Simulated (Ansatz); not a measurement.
## AlHO2, SMILES [O]=[Al][OH]: a rigid scan of one bond length

Program: Ansatz 0.2.0 through its Python package.

`alho2_scan.py`:
```python
"""Potential curve of AlHO2 along one bond."""

import ansatz as az
from ase import Atoms
import numpy as np

atoms = Atoms(["O", "Al", "O", "H"], positions=[
    (-1.60583, -1.40374, -0.6512),
    (-0.47402, -0.41507, -0.19133),
    (0.69875, 0.60904, 0.2851),
    (1.3811, 1.20977, 0.55743),
])
system = az.Crystal.molecule_from_ase(atoms)

symbols = [site.symbol for site in system.cartesian_sites]
start = np.array([site.position_ang for site in system.cartesian_sites])
axis = (start[0] - start[1]) / np.linalg.norm(start[0] - start[1])
moving = [0]
lengths, energies = [1.383, 1.446, 1.509, 1.572, 1.634, 1.697, 1.76, 1.854], []
for length in lengths:
    xyz = start.copy()
    xyz[moving] += (length - np.linalg.norm(start[0] - start[1])) * axis
    point = az.Crystal.molecule()
    for symbol, place in zip(symbols, xyz):
        point = point.atom(symbol, place.tolist())
    setup = (
        point.calculation()
        .basis(gaussian="def2-SVP")
        .correlation("MP2")
    )
    summary = setup.run(threads=1).report
    energies.append(summary["free_energy_ev"])
    print(f"r = {length:6.3f} A  E = {energies[-1]:.5f} eV  <S^2> = {abs(summary['mean_field']['state']['spin_squared']):.3f}")

# quartic fit about the minimum
fit = np.polynomial.Polynomial.fit(lengths, np.array(energies) - min(energies), 4).convert()
roots = [r.real for r in fit.deriv().roots() if abs(r.imag) < 1e-9 and fit.deriv(2)(r.real) > 0]
r_e = min(roots, key=lambda r: abs(r - lengths[int(np.argmin(energies))]))
print(f"minimum of the fit at {r_e:.4f} A, force constant {fit.deriv(2)(r_e):.2f} eV/A^2")
```

```console
$ python alho2_scan.py
r =  1.383 A  E = -10678.12606 eV  <S^2> = 0.000
r =  1.446 A  E = -10679.09399 eV  <S^2> = 0.000
r =  1.509 A  E = -10679.65791 eV  <S^2> = 0.000
r =  1.572 A  E = -10679.92578 eV  <S^2> = 0.000
r =  1.634 A  E = -10679.97787 eV  <S^2> = 0.000
r =  1.697 A  E = -10679.87252 eV  <S^2> = 0.000
r =  1.760 A  E = -10679.64607 eV  <S^2> = 0.000
r =  1.854 A  E = -10679.12899 eV  <S^2> = 0.000
minimum of the fit at 1.6205 A, force constant 42.34 eV/A^2
```

Notes:
- These settings explore the input space; basis and method may be short of convergence.
- The rest of the molecule is held rigid at a force-field or estimated start geometry, and the basis set is modest; single-reference methods fail as a bond breaks.
- The orbitals are restricted, so S² is zero by construction.
- Toward dissociation an unrestricted state can lie under the restricted one, by tenths of an eV for polar bonds under a functional and by 1 to 2 eV or more for others.
- S² is that of the Hartree-Fock reference.
- The whole script took 2.2 s on 1 thread of Intel(R) Xeon(R) Platinum 8375C CPU @ 2.90GHz (Ice Lake), on a shared host, peak memory 0.17 GiB.

(Lines on the test bed's own set-up are left out of the output.)
